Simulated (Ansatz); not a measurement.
A calculation on 1T (CdI2-type) HfS2 returned lattice constant a 3.616 Å, lattice parameter c 5.862 Å.

For reference: lattice constant a 3.635 Å (measured, temperature not stated, not corrected to a static lattice; as tabulated in Björkman (2014), arXiv:1406.2436); lattice parameter c 5.83 Å (measured, temperature not stated, zero-point anharmonic expansion removed (computed with revB86b-DF2); no thermal correction; as tabulated in Björkman (2014), arXiv:1406.2436).

Which level of theory produced these numbers?
A. PBE0 (Ansatz, a quantum-chemistry and plane-wave program)
B. HSE06 (Ansatz)
C. PBE-D4 (Ansatz)
D. PBEsol-D3(BJ) (Ansatz)

C, PBE-D4 (Ansatz)

The others give: HSE06 3.649 Å, 6.679 Å; PBE0 3.649 Å, 6.598 Å; PBEsol-D3(BJ) 3.548 Å, 5.577 Å.

Unless a cell is named, each level is at its own relaxed cell (HSE06 25.67, PBE-D4 22.13, PBE0 25.36, PBEsol-D3(BJ) 20.26 Å³/atom).

Caveats: the cell comes from a level without a dispersion term, which matters for the spacing of layers, chains or molecules (HSE06, PBE0). Ansatz's density-functional and Hartree–Fock values are scalar-relativistic unless marked +SOC, with PAW data made under PBE.
